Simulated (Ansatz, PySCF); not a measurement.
Process, species as SMILES: C[O] → C[O-] (an electron is taken up)
Each molecule is optimised on its own at B3LYP-D3(BJ)/def2-TZVP (Ansatz, a program for electronic structure).
Geometry of the first species:
SMILES: C[O]
```xyz
5

C      0.0422    -0.5697     0.0421
O     -0.0449     0.7878    -0.0350
H      1.0743    -0.9437    -0.0130
H     -0.4948    -0.9923     0.9030
H     -0.4741    -0.9483    -0.8625
```
Charge 0, spin multiplicity 2.

Quantity: adiabatic electron affinity (electronic energy difference), positive where the reaction releases energy, in eV. Valence correlation only, unless marked. UHF or UKS for open shells. Spin-orbit coupling is left out. Non-relativistic. Anions need diffuse functions: aug- sets have them; def2-D sets add few; the other sets have none. CBS(X,Y): correlation extrapolated as X^-3; Hartree-Fock from the larger set. The bracket is a focal-point correction in the basis named.

```tsv
level	program	adiabatic electron affinity (eV)
HF/def2-TZVPP	Ansatz	-0.51
HF-D3(BJ)/def2-TZVPD	PySCF + dftd3	-0.37
BP86-D3(BJ)/def2-TZVPD	PySCF + dftd3	1.67
PBE0/STO-3G	Ansatz	-4.84
PBE0/def2-TZVPD	Ansatz	1.33
BHLYP-D4/def2-TZVPD	Ansatz + dftd4	1.06
r2SCAN0-D4/def2-TZVPD	Ansatz + dftd4	1.18
```

Problem. Predict the RI-MP2/CBS(aug-cc-pVTZ,aug-cc-pVQZ)+[CCSD(T)-MP2]/aug-cc-pVTZ result (Ansatz).

Solution. 1.56 eV, so r2SCAN0-D4/def2-TZVPD differs from it by -0.38 eV.
